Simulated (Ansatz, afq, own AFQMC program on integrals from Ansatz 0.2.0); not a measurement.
CHGe, quartet: a scan with AFQMC

```yaml
atoms:
  - { symbol: Ge, position_ang: [0.0000, 0.0140, 0.3105] }
  - { symbol: C, position_ang: [0.0000, -0.1369, -1.6710] }
  - { symbol: H, position_ang: [0.0000, 0.6198, -2.4658] }
```

The Ge1–C2 distance is changed with both sides rigid. Energies in mEh count from this geometry (1.987 Å) at the same level; the start stands on ROHF, each point on the determinant named.

Basis cc-pVDZ. Noble-gas cores (and the filled d shells of Ga–Kr and In–Xe) are frozen. AFQMC by an in-house program on the Cholesky factors that Ansatz 0.2.0 writes for its CCSD(T) run. ph-AFQMC/CISD is guided by a CISD state made of CCSD amplitudes; releasing the constraint for a short imaginary time cuts its bias at the price of noise, slowly where states lie close. ± is one standard error of the sampling. No spin–orbit coupling.

Cautions, each for one point or more: a spin-contaminated unrestricted determinant lies lower; higher spins were not checked; inner d shell frozen; lower spins were not checked; no relativity below Rb; no spin-orbit coupling; strong correlation; the ph-AFQMC/CISD walk drifts between its halves; the search met a lower determinant of the same kind, perhaps of another symmetry, and this one is a saddle point.

```csv
r(Ge1–C2) / Å,det.,T1,weight,CCSD(T),ph-AFQMC/CISD,released AFQMC,CCSDT(Q),B3LYP,B2PLYP
2.419,ROHF,0.038,0.86,24.8,25.6 ± 0.5,25.1 ± 0.9*,23.8,23.7,25.7
3.248,ROHF†,0.069,0.82,89.6,90.2 ± 0.7,89.1 ± 1.3*,87.7,88.9,93.6§
4.475,ROHF,0.017,0.89,97.8,98.8 ± 0.5,98.6 ± 0.6,98.4,–,107.6§
```

Weight is that of the determinant in the CISD state; at the start T1 is 0.029 and the weight 0.89. An asterisk marks released energies that aren't shown to be converged. A dagger marks points whose determinant fills other symmetries than the start's, so the wave-function levels may follow another state there, or a degenerate partner. A dash marks a missing value, a released energy that hasn't settled or a functional that sits on another state. § marks a functional whose ⟨S²⟩ is too high by over 0.1. Largest departures from CCSDT(Q), at the points where its series has closed: CCSD(T) 1.0 mEh at 2.419 (on ROHF), ph-AFQMC/CISD 1.8 mEh at 2.419 (on ROHF). The functionals aren't scored here. In this small basis the wave-function levels are far from their limit, so their gap to the functionals isn't the functionals' error.

Some points may be missing: those where a free walk finds a much lower state, and past Zn most of those on another determinant than at the start.

A walk keeps the symmetry of its determinant, which the program's search chose and which needn't be the lowest solution, so a lower state of the same spin and another symmetry isn't excluded.
